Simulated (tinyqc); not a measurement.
Orbital energy against energy difference: ionisation energy by orbital energies and by energy differences in the cc-pvdz basis, for CH4, spin multiplicity 1. Computed by the program tinyqc with PySCF. The cation is unrestricted; errors are against CCSD(T) in this basis, not against experiment.

Geometry (angstrom):
```
atom        x        y        z
C      0.0000   0.0000   0.0000
H      0.6140   0.6140   0.6140
H      0.6140  -0.6140  -0.6140
H     -0.6140   0.6140  -0.6140
H     -0.6140  -0.6140   0.6140
```

CCSD(T) difference in the same basis = 14.3566 eV

IP-EOM-CCSD = 14.3377 eV

First vertical ionisation energy (eV):
```
method     -e(HOMO)  E(cation) - E  error of -e(HOMO)  error of the difference
HF          14.9472      13.426363             0.5906                  -0.9303
LDA          9.3951      14.305149            -4.9615                  -0.0515
B3LYP       10.7357      14.366353            -3.6210                   0.0097
PBE0        10.9931      14.295042            -3.3635                  -0.0616
CAM-B3LYP   12.5039      14.375791            -1.8528                   0.0192
LC-wPBE     14.0097      14.418603            -0.3469                   0.0620
```

Estimate the missing row, method = PBE.

Computed row:
```
method  -e(HOMO)  E(cation) - E  error of -e(HOMO)  error of the difference
PBE       9.3882      14.205078            -4.9684                  -0.1515
```

Koopmans errs by +0.59 eV and Delta-HF by -0.93 eV: relaxation, 1.52 eV, lowers the value and the missing correlation difference works against it. The PBE level is off by -5.0 eV through the wrong tail of its potential, though its energy difference is off by -0.15 eV; exact exchange deepens the level, and among the orbital energies LC-wPBE comes closest; among the differences B3LYP does.
